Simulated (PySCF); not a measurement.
# AsH5O: the cost of one run

Programs: PySCF 2.14.0. All values are calculated, for the isolated system unless a continuum is named. Atoms count from 0, parts from 1.

## 1. The system as given

7 atoms, charge 0, multiplicity 1; geometry: GFN2-xTB. Parts: 1 = atoms 0–2, `O`, charge 0; 2 = atoms 3–6, `[AsH3]`, charge 0.

## 2. Relaxing the molecule at PBE0-D3(BJ)/def2-TZVPD

What the job is given:

```
{"job": {"xc": "PBE0", "basis": "def2-TZVPD", "d3": "d3bj", "grid": 3, "kind": "geom", "shake": 0.01}, "charge": 0, "multiplicity": 1, "parts": [{"atoms": "0-2", "charge": 0, "multiplicity": 1}, {"atoms": "3-6", "charge": 0, "multiplicity": 1}]}
O      0.361599    -0.071027    -0.235473
H     -0.613897     0.004126    -0.116571
H      0.715563    -0.257258     0.600356
As     0.875792     0.433995    -2.961219
H      1.812209    -0.685467    -2.771367
H      1.835274     1.392265    -2.400393
H      1.425538     0.664032    -4.328203
```

Started as:

```
$ OMP_NUM_THREADS=1 python cluster_run.py task.json out
```

One launch serves the whole session: the jobs run in the order shown.

**Question.** How long does this first job take on 1 thread of Arm Neoverse V2, shared host, and how much memory does it need?

About 44 s, with a peak of 0.6 GiB.
